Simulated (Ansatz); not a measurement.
Basis-set extrapolation for C$_{7}$H$_{8}$O, SMILES `Cc1ccccc1O` (PBE0-D4/def2-TZVP geometry, frozen core, Ansatz 0.2.0). Multiplicity 1, RHF reference.

```tsv
	def2-TZVPP	def2-QZVPP
HF	-344.731010	-344.745863
MP2 correlation	-1.358519	-1.448711
CCSD(T) correlation	-1.457206	not run
```

Energies in hartree. Use E(X) = E(∞) + A·exp(−7.88·√X) for Hartree–Fock and E(X) = E(∞) + B·X^(−2.97) for correlation, with X = 3 and 4, and add CCSD(T) minus MP2 of the smaller set to the MP2 limit.

Problem. What is the CCSD(T) energy at the basis-set limit?

Solution. HF limit: -344.745863 + (-0.014853) × 0.13774 = -344.74791. MP2 limit: -1.448711 + (-0.090192) × 0.74074 = -1.51552. Higher-order term: -1.457206 − (-1.358519) = -0.09869. Total: -346.36212 hartree, 456.6 kJ/mol below CCSD(T)/def2-TZVPP.
